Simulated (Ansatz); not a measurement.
# BH3O− (SMILES [BH2-]O): levels of theory compared

We compute a comparison of 6 runs (U-r2SCAN0/STO-3G, U-wB97M-V/STO-3G, UB3LYP/STO-3G, UBHLYP/STO-3G, UBLYP/STO-3G, UCCSDTQ/STO-3G) of BH3O−. 

The results are computed with Ansatz 0.2.0.

1 further run of the same task is left out (set aside as unsound or not needed).

## 1. The structure to begin with

The species is BH3O− (5 atoms), meant as a doublet with charge -1. As SMILES, `[BH2-]O`. The O2–B1 distance was set to 2.291 Å, away from the relaxed value. At this shape a bond of the SMILES string is far longer than usual.

Bond lengths: B1–H3 1.267 Å, B1–H4 1.267 Å, O2–H5 0.963 Å. Angles: H3–B1–H4 109.5°. A long bond or contact: B1–O2 2.291 Å.

## 2. A single-point energy at U-r2SCAN0/STO-3G (run 1)

File in.yaml:

```yaml
basis:
  gaussian: {orbitals: STO-3G}
crystal:
  periodic: [false, false, false]
  atoms:
    - {symbol: B, position_ang: [-0.965367, -0.878606, 0.130372]}
    - {symbol: O, position_ang: [0.255120, 1.054670, 0.280220]}
    - {symbol: H, position_ang: [-0.373137, -1.851736, 0.685092]}
    - {symbol: H, position_ang: [-1.230177, -1.174536, -1.072608]}
    - {symbol: H, position_ang: [1.093110, 0.916990, -0.172930]}
total_charge: -1
magnetization: {spin_polarized: true, initial_magnetization: 1}
hamiltonian: {xc: {name: r2SCAN0}}
accuracy: high
```

Run with:

```sh
$ ansatz run in.yaml --threads 1 --pin off --max-ram 2610MiB --events-out events.jsonl --progress --plain --runs-dir runs
```

Output:

```text
Warning: RAYON_NUM_THREADS=1 ignored (pool sized by the plan → 1); use --threads N
Functional definition: r2SCAN0
  name "r2SCAN0"
  parameter a = 0.25
  parameter k0 = 0.174
  parameter k1 = 0.065
  parameter a1 = 4.9479
  exchange = (1 - a)*r2scan_x(k0 = k0, k1 = k1, a1 = a1) + a*exact_x
  correlation = r2scan_c
206 factors; integrals over basis functions are off by at most 4.5e-8 eV
mean field evaluation 1: about -2710.5920 eV, gradient 3.3e1 eV
mean field evaluation 2: about -2687.3578 eV, gradient 3.0e1 eV
mean field evaluation 4: about -2704.4795 eV, gradient 4.4e1 eV
mean field evaluation 8: about -2724.4086 eV, gradient 5.6e-1 eV
mean field evaluation 16: about -2724.3957 eV, gradient 5.0e-8 eV
mean field -2724.39573215 eV, -100.1196964949 hartree, gradient 2.7e-8 eV, S^2 0.862252; 2 other end points of the search recorded, 0 dependent functions left out
reference -2724.39573280 eV, -100.1196965185 hartree; 9, 8 occupied and 4, 5 virtual orbitals, 206 factors
Total energy: -2724.39573280 eV, -100.1196965185 hartree
```

Run time: 3.6 s. Hardware: 1 thread of Arm Neoverse V1, shared host; peak memory 0.19 GiB.

## 3. A single-point energy at U-wB97M-V/STO-3G (run 2)

File input.yaml:

```yaml
crystal:
  periodic: [false, false, false]
  atoms:
    - {symbol: B, position_ang: [-0.965367, -0.878606, 0.130372]}
    - {symbol: O, position_ang: [0.255120, 1.054670, 0.280220]}
    - {symbol: H, position_ang: [-0.373137, -1.851736, 0.685092]}
    - {symbol: H, position_ang: [-1.230177, -1.174536, -1.072608]}
    - {symbol: H, position_ang: [1.093110, 0.916990, -0.172930]}
basis:
  gaussian:
    orbitals: STO-3G
total_charge: -1
magnetization:
  spin_polarized: true
  initial_magnetization: 1
hamiltonian:
  xc: {name: wB97M-V}
accuracy: high
```

Run with:

```sh
$ ansatz run input.yaml --threads 1 --pin off --max-ram 2610MiB --events-out events.jsonl --progress --plain --runs-dir runs
```

Output (excerpt; [...] marks lines left out):

```text
Warning: RAYON_NUM_THREADS=1 ignored (pool sized by the plan → 1); use --threads N
Functional definition: wB97M-V
  name "wB97M-V"
[...]
  gx(w, u) = 1 - cx + cx01*u + cx10*w
  gss(w, u) = css00 + css04*u^4 + css10*w + css20*w^2 + css43*w^4*u^3
  gos(w, u) = cos00 + cos10*w + (cos20 + cos21*u)*w^2 + (cos60 + cos61*u)*w^6
[...]
      + integral(e_c_pw_mod_opposite_spin*gos(b97_w_opposite, b97_u_opposite)) + vv10(b, c)
206 factors; integrals over basis functions are off by at most 4.5e-8 eV
126 factors; integrals over basis functions are off by at most 7.9e-10 eV
[...]
mean field -2724.96681933 eV, -100.1406835615 hartree, gradient 3.4e-8 eV, S^2 0.767533; 2 other end points of the search recorded, 0 dependent functions left out
reference -2724.96682167 eV, -100.1406836477 hartree; 9, 8 occupied and 4, 5 virtual orbitals, 206 factors
Total energy: -2724.96682167 eV, -100.1406836477 hartree
```

Wall time 17 s (1 thread of Arm Neoverse V1, shared host); peak memory 0.39 GiB.

## 4. A single-point energy at UB3LYP/STO-3G (run 3)

File job.yaml:

```yaml
crystal:
  periodic: [false, false, false]
  atoms:
    - symbol: B
      position_ang: [-0.965367, -0.878606, 0.130372]
    - symbol: O
      position_ang: [0.255120, 1.054670, 0.280220]
    - symbol: H
      position_ang: [-0.373137, -1.851736, 0.685092]
    - symbol: H
      position_ang: [-1.230177, -1.174536, -1.072608]
    - symbol: H
      position_ang: [1.093110, 0.916990, -0.172930]
basis:
  gaussian:
    orbitals: STO-3G
accuracy: high
hamiltonian:
  xc: {name: B3LYP}
magnetization:
  spin_polarized: true
  initial_magnetization: 1
total_charge: -1
```

Run with:

```sh
$ ansatz run job.yaml --threads 1 --pin off --max-ram 2610MiB --events-out events.jsonl --progress --plain --runs-dir runs
```

Output:

```text
Warning: RAYON_NUM_THREADS=1 ignored (pool sized by the plan → 1); use --threads N
Functional definition: B3LYP
  name "B3LYP"
  parameter a0 = 0.2
  parameter ax = 0.72
  parameter ac = 0.81
  exchange = (1 - a0 - ax)*slater_x + ax*b88_x + a0*exact_x
  correlation = (1 - ac)*vwn_rpa_c + ac*lyp_c
206 factors; integrals over basis functions are off by at most 4.5e-8 eV
mean field evaluation 1: about -2708.1832 eV, gradient 4.1e1 eV
mean field evaluation 2: about -2636.8140 eV, gradient 3.0e1 eV
mean field evaluation 4: about -2588.4529 eV, gradient 8.1e1 eV
mean field evaluation 8: about -2725.9132 eV, gradient 2.6e0 eV
mean field evaluation 16: about -2726.0888 eV, gradient 1.6e-8 eV
mean field -2726.08880426 eV, -100.1819157472 hartree, gradient 2.0e-8 eV, S^2 0.762019; 2 other end points of the search recorded, 0 dependent functions left out
reference -2726.08882898 eV, -100.1819166556 hartree; 9, 8 occupied and 4, 5 virtual orbitals, 206 factors
Total energy: -2726.08882898 eV, -100.1819166556 hartree
```

Run time: 1.4 s. Hardware: 1 thread of Arm Neoverse V1, shared host; peak memory 0.11 GiB.

Runs 4 to 5 aren't shown in full; the table further down has their settings and results.

## 5. The energy at UCCSDTQ/STO-3G (run 6)

File molecule.yaml:

```yaml
crystal:
  periodic: [false, false, false]
  atoms:
    - {symbol: B, position_ang: [-0.965367, -0.878606, 0.130372]}
    - {symbol: O, position_ang: [0.255120, 1.054670, 0.280220]}
    - {symbol: H, position_ang: [-0.373137, -1.851736, 0.685092]}
    - {symbol: H, position_ang: [-1.230177, -1.174536, -1.072608]}
    - {symbol: H, position_ang: [1.093110, 0.916990, -0.172930]}
basis:
  gaussian: {orbitals: STO-3G}
accuracy: high
scf: {omitted_lower_state_checks: [cluster_reference, increment]}
total_charge: -1
magnetization: {spin_polarized: true, initial_magnetization: 1}
correlation: {method: ccsdtq, frozen_orbitals: {B: 1, H: 0, O: 1}}
```

Run with:

```sh
$ ansatz run molecule.yaml --threads 1 --pin off --max-ram 2610MiB --events-out events.jsonl --progress --plain --runs-dir runs
```

Output:

```text
Warning: RAYON_NUM_THREADS=1 ignored (pool sized by the plan → 1); use --threads N
[... 14 lines left out ...]
2 core orbitals not correlated: weight in the atoms' cores, before any rotation towards them, 1.000 or more for the frozen orbitals, at most 0.000 for the correlated occupied ones
[... 47 lines left out ...]
WARN: these amplitudes may be one of several solutions (largest doubles amplitude 0.20, level shift 1.35 eV)
Total energy: -2712.84949523 eV, -99.6953801144 hartree
Checks for a lower state left out: cluster_reference, increment
```

Run time: 32 s. Hardware: 1 thread of Arm Neoverse V1, shared host; peak memory 0.25 GiB.

## 6. The series

| run | level | frozen core orbitals | energy (Eh) | ⟨S²⟩ | wall time |
| --- | --- | --- | --- | --- | --- |
| 1 | U-r2SCAN0/STO-3G | – | -100.119697 | 0.862 | 3.6 s |
| 2 | U-wB97M-V/STO-3G | – | -100.140684 | 0.768 | 17 s |
| 3 | UB3LYP/STO-3G | – | -100.181917 | 0.762 | 1.4 s |
| 4 | UBHLYP/STO-3G | – | -100.117211 | 0.816 | 1.5 s |
| 5 | UBLYP/STO-3G | – | -100.135612 | 0.757 | 1.2 s |
| 6 | UCCSDTQ/STO-3G | 2 | -99.695380 | 1.242 | 32 s |

## 7. Results

| quantity | value |
| --- | --- |
| run 6: total energy | -99.69538 Eh |
| run 6: correlation energy (2 core orbitals frozen) | -102.9 mEh |
| run 6: ⟨S²⟩ of the reference determinant | 1.242 |
| run 6: T1 diagnostic | 0.071 |

What this shows: Totals of different functionals can't be ranked against each other. In runs 1, 2, 3, 4, 5, 6 the basis is minimal, so the values are rough. Spin contamination of the reference: run 6 ⟨S²⟩ = 1.24, run 1 ⟨S²⟩ = 0.86. All runs together took 57 s, the longest 32 s.
